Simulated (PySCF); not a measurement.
Constitutional and geometric isomers with formula C2H2O. All species are isolated molecules in the gas phase. Strings in code marks are SMILES.

The HOMO–LUMO gap from two functionals at the same geometries (PBE0-D3(BJ)/def2-TZVP), both in PySCF: PBE-D3(BJ)/def2-TZVP and ωB97X-D3(BJ)/def2-TZVP. 

```csv
species,PBE-D3(BJ)/def2-TZVP (eV),ωB97X-D3(BJ)/def2-TZVP (eV)
`C(#C)O`,5.42,12.10
`C1=CO1`,2.83,10.23
`C(=O)=C`,3.80,10.96
```

Over these rows, drawn at random from the members with no instability flagged (it was tested for open shells, ions and some series alone), PBE minus ωB97X-D3(BJ): mean -7.08 eV, from -7.40 eV to -6.68 eV.
